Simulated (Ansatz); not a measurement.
# CO+ (doublet): wave-function methods side by side at distance O1–C2 = 0.985 Å, cc-pVDZ

Aim: climb from Hartree-Fock through coupled cluster and multireference methods for CO+ (doublet) at one geometry and basis, and see what each rung misses.

Computed with Ansatz 0.2.0, Gaussian basis. Level: cc-pVDZ, core rule «outside noble gas», up to 2 orbitals frozen.

To be run: UHF; CCSD(T) on ROHF; CCSD(T) on UHF; BCCD(T) on ROHF; CISD; CCSDT(Q) on ROHF; CCSDT(Q) on UHF; CISDTQ; CCSDTQ on ROHF; CCSDTQ on UHF; CASSCF and MRCISD+Q, 3 electrons in 3 orbitals; CASSCF and NEVPT2, 3 electrons in 3 orbitals; CASSCF and MRCISD+Q, 9 electrons in 8 orbitals; CASSCF and NEVPT2, 9 electrons in 8 orbitals; Full CI.

1 further run of the same task is left out (it didn't finish).

## Step 1: The system

The geometry derives from a PBE0/def2-TZVP stationary point (not a proven minimum). One bond is set to the value named and the two fragments are kept rigid.

2 atoms, charge 1, spin multiplicity 2.

Atoms are counted from 1 here; the program's logs count them from 0.

Bond lengths: O1–C2 0.985 Å.

As a file:

```xyz
2
CO
O     0.00000    0.00000    0.00000
C     0.00000    0.00000    0.98500
```

## Step 2: UHF

in.yaml

```yaml
crystal:
  periodic: [false, false, false]
  atoms:
    - {symbol: O, position_ang: [0.000000, 0.000000, 0.000000]}
    - {symbol: C, position_ang: [0.000000, 0.000000, 0.985000]}
basis:
  gaussian: {orbitals: cc-pVDZ}
total_charge: 1
magnetization: {spin_polarized: true, initial_magnetization: 1}
hamiltonian: {xc: hf}
output: {orbitals: {seedname: orbitals}}
```

On the command line:

```sh
$ ansatz run in.yaml --threads 1 --pin off --events-out ev --progress --plain --max-ram 3956MiB --backend cpu
```

After this run come: CCSD(T) on ROHF; CCSD(T) on UHF; BCCD(T) on ROHF; CISD; CCSDT(Q) on ROHF; CCSDT(Q) on UHF; CISDTQ; CCSDTQ on ROHF; CCSDTQ on UHF; CASSCF and MRCISD+Q, 3 electrons in 3 orbitals; CASSCF and NEVPT2, 3 electrons in 3 orbitals; CASSCF and MRCISD+Q, 9 electrons in 8 orbitals; CASSCF and NEVPT2, 9 electrons in 8 orbitals; Full CI.

Before running them: what should the planned runs give, taken together? Wanted: FCI below the RHF energy; RMP2 from FCI; UMP2 from FCI; RCCSD from FCI; RCCSD(T) from FCI; UCCSD(T) from FCI; RCCSDT(Q) from FCI; UCCSDT(Q) from FCI; NEVPT2 pair from FCI.

**Answer**, as computed:

| quantity | value |
| --- | --- |
| FCI below the RHF energy | -7.1778 eV |
| RMP2 from FCI | +50.4 kJ/mol |
| UMP2 from FCI | +53.5 kJ/mol |
| RCCSD from FCI | +23.4 kJ/mol |
| RCCSD(T) from FCI | +3.5 kJ/mol |
| UCCSD(T) from FCI | +3.9 kJ/mol |
| RCCSDT(Q) from FCI | 0.0 kJ/mol |
| UCCSDT(Q) from FCI | -0.3 kJ/mol |
| NEVPT2 pair from FCI | +42.1 kJ/mol |
| MRCISD+Q pair from FCI | +7.5 kJ/mol |
| NEVPT2 valence from FCI | +62.8 kJ/mol |
| levels within 1 kcal/mol (43 meV) | RCCSD(T), UCCSD(T), BCCD(T), RCCSDT, UCCSDT, CISDTQ, RCCSDT(Q), UCCSDT(Q), RCCSDTQ, UCCSDTQ, MRCISD+Q valence |
| T1 diagnostic | 0.026 |
| effectively unpaired electrons | 1.06 |

RCCSD(T) misses by +3.5 kJ/mol, 0.5 % of the correlation energy. UCCSDT(Q) falls below full CI: unrestricted runs freeze a spin-polarised core, another one than full CI's, and coupled cluster isn't variational. One determinant dominates. Of the multireference levels listed MRCISD+Q valence comes nearest in total energy (+0.6 kJ/mol), which doesn't show that its space is the better one. These misses are within one basis, not against nature; the frozen cores of restricted and unrestricted runs differ, which can shift their rows.
